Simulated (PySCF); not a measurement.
Gas-phase reaction: 3 SiOCl2 + 3 Cl2 ⇌ 3 SiCl4 + O3

Energies from PySCF (xtb for GFN2), thermal terms from the rigid-rotor harmonic-oscillator model, ideal gas at 1 bar. † marks an energy on the PBE0/def2-TZVP geometry and frequencies; other levels use their own. CCSD(T) freezes the core. 6-31G* has spherical d functions here. All species are closed-shell singlets. B3LYP is the form with VWN-RPA correlation. SiOCl2: computed as isolated molecules; such fragments, hydroxides, amides, oligomers or adducts are transient or little studied in the gas. CCSD(T) isn't extrapolated to the basis-set limit; its ΔH°(298 K) is -568.0 kJ in def2-SVP and -462.2 kJ in def2-TZVPP. The harmonic model lacks anharmonicity and excited electronic states, which grow with temperature; levels with a mode under 35 cm⁻¹ are left out. Strong static correlation: O3. Warning, large T1 diagnostic: O3 (CCSD(T)/def2-TZVPP†).

ΔH° and ΔS° at 298 K: B3LYP/6-31G* -463 kJ, -344 J/K; CCSD(T)/def2-TZVPP† -462 kJ, -340 J/K; GFN2-xTB 330 kJ, -317 J/K; HF/def2-TZVP† -367 kJ, -340 J/K; PBE/def2-TZVP† -449 kJ, -340 J/K.

Task: With the heat capacities included, give log10 K (1 bar) at 800, 1400, 1600, 2000, 2500 K from B3LYP/6-31G*, CCSD(T)/def2-TZVPP†, GFN2-xTB, HF/def2-TZVP†, PBE/def2-TZVP†.

Result: 
```csv
T (K),B3LYP/6-31G*,CCSD(T)/def2-TZVPP†,GFN2-xTB,HF/def2-TZVP†,PBE/def2-TZVP†
800,12.5,12.7,-37.7,6.5,11.9
1400,0.0,0.2,-28.0,-3.4,-0.3
1600,-2.1,-1.9,-26.3,-5.0,-2.3
2000,-4.9,-4.7,-23.9,-7.2,-5.0
2500,-7.1,-6.9,-22.0,-8.9,-7.2
```
